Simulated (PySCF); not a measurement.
## Beryllium: a sound run and one with changed settings

Sound run: Be [He] 2s2, Be⁺ [He] 2s1. Computed with PySCF 2.14 in def2-TZVP (5s3p1d, 19 functions), with no relativity, point nucleus. The sound run starts from symmetry-adapted Hartree-Fock orbitals and uses a fine grid where one is needed.

Changed run: radial step 1.2 in ln r (0.13 in the sound run). This setting is unsound on purpose.

```csv
species,method,sound run (hartree),changed run (hartree),converged
Be,UHF,-14.57258,-14.57258,yes
Be,TPSS,-14.67054,-14.66252,yes
Be,r2SCAN,-14.64785,-14.67217,yes
Be⁺,UHF,-14.27705,-14.27705,yes
Be⁺,TPSS,-14.33754,-14.35838,yes
Be⁺,r2SCAN,-14.32490,-14.38745,yes
```

Ionisation energy of Be:

```
method  sound run (eV)  changed run (eV)
   UHF           8.042             8.042
  TPSS           9.062             8.276
r2SCAN           8.788             7.748
```

A coarse radial grid mis-integrates the density and the exchange-correlation energy, with errors of either sign; Hartree-Fock needs no grid.

For comparison, NIST gives 9.323 eV between the lowest levels.
